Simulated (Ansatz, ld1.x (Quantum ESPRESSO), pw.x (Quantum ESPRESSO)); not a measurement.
# Equation-of-state test of one TM potential (Ir (Z = 77))

ld1.x (Quantum ESPRESSO) 7.5 input, shortened:

```
&input
   title='Ir', zed=77., rel=1, dft='PBESOL', iswitch=3,
   config='[Xe] 4f14 5d7.5 6s1.5 6p0'
 /
 &inputp
   pseudotype=2, tm=.true., lloc=0,
   nlcc=.true., new_core_ps=.true., rcore=1.20
 /
3
6P  2  1   0.00   0.00  2.70  2.70  0.0
5D  3  2   7.50   0.00  2.15  2.15  0.0
6S  1  0   1.50   0.00  2.62  2.62  0.0
 &test
   configts(1)='5d7.5 6s1.5 6p0'
 /
```

Atomic tests: cutoffs needed: 40 Ry and 45 Ry (the cutoffs (Ry, on a coarse ladder) from which the occupation-weighted sum of valence levels, in a spherical-Bessel basis at the reference potential, stays within 10 and 1 mRy of its value at 400 Ry); ghost test: no extra level below or beside the all-electron valence levels (p, d, s, f tested) (spherical-Bessel basis up to 400 Ry, 20 bohr box); largest excitation error: -821 meV (all-electron minus pseudo) for 5d5 6s0 6p0, out of 7 test configurations.

Crystal test: bcc Ir in pw.x 7.5, no spin, 15³ k-points, Fermi–Dirac smearing 0.01 Ry, cutoffs 55/220 Ry. The reference is all-electron LAPW (Ansatz 0.2.0) with the same functional, mesh and smearing; V0 and B0 come from Birch–Murnaghan fits to the pressures at five volumes. Errors are pseudo minus all-electron; Δ is the rms difference of the E(V) curves that follow from these fits, minima aligned, over ±6 % about the mean V0. Mesh and smearing are coarse, so the numbers serve the comparison and aren't converged zero-temperature values; the lattice is a test structure that the element need not adopt.

All-electron: a0 = 3.079 Å (V0 = 14.59 Å³/atom), B0 = 339.1 GPa.

Q: How far does the potential miss the all-electron equation of state?

A: mean pressure error (GPa): +11.63; a0 (Å): 3.111; a0 error (%): +1.06; B0 error (%): -2.1; Δ (meV/atom): 34.8. The largest radius (2.70 bohr) exceeds half the bond length (2.52 bohr), so the spheres overlap, which is one possible source of error among others. This is a poor potential for the solid.

| V (Å³/atom) | P all-electron (GPa) | P pseudo (GPa) |
| --- | --- | --- |
| 13.847 | 20.24 | 34.57 |
| 14.212 | 9.56 | 22.36 |
| 14.576 | 0.36 | 11.82 |
| 14.940 | -7.55 | 2.74 |
| 15.305 | -14.36 | -5.10 |

Q: At the middle volume, how do free energy and pressure move when the wave cutoff is lowered (ecutrho kept at four times it)?

A:

```tsv
cutoff (Ry)	shift of F (meV/atom)	shift of P (GPa)
25	+3334.5	-161.44
33	+274.5	-22.96
44	+2.9	-0.03
```

The run at the middle volume (120 k-points, 7 iterations) took about 7.6 s on one core of a shared host (Neoverse-V2, 96 threads, 742 GiB, load 30).
